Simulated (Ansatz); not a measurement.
System: rock-salt HfC. Method: r²SCAN (Ansatz, a program for electronic structure, PAW).

Settings: plane-wave cutoff 560 eV, 20×20×20 k mesh, Fermi–Dirac smearing 0.05 eV, scalar-relativistic PAW data made under PBE.

Equation-of-state points:

| V (Å³/atom) | E − E_lowest (meV/atom) | P (GPa) |
|---|---|---|
| 11.742 | 38.00 | 17.08 |
| 11.992 | 16.32 | 10.82 |
| 12.242 | 3.95 | 5.15 |
| 12.492 | 0.00 | 0.00 |
| 12.742 | 3.70 | -4.66 |
| 12.991 | 14.32 | -8.90 |
| 13.241 | 31.23 | -12.73 |

**Question.** Estimate the bulk modulus from the pressures at 12.242 and 12.742 Å³/atom, and compare it with a fit to all energies.

**Answer.** B = −V dP/dV. Between V = 12.242 and 12.742 Å³/atom, dP/dV = (-4.66 − (5.15))/(12.742 − 12.242) = -19.6 GPa per Å³/atom; at the midpoint 12.492 Å³/atom this gives B ≈ 245 GPa. The third-order Birch–Murnaghan fit gives V0 = 12.492 Å³/atom, B0 = 245 GPa, B′ = 3.9, which lies within 1 % of that estimate.

Measured, for comparison: bulk modulus 242 GPa (room temperature, not corrected to a static lattice, sources range from 242 to 286; as tabulated in Synthesis of Binary Transition Metal Nitrides, Carbides and Borides from the …); equilibrium volume per atom 12.47 Å³/atom (temperature not stated, not corrected to a static lattice; as tabulated in Zhang et al. (2018), doi:10.1088/1367-2630/aac7f0). Computed less measured: bulk modulus +1.2 % (inside the range of the sources held), equilibrium volume per atom +0.2 %. A static lattice is as a rule a little smaller and stiffer than an uncorrected measurement, which can account for part of this in the bulk modulus.

Spin–orbit coupling is not included.

Computed values are for the static lattice.
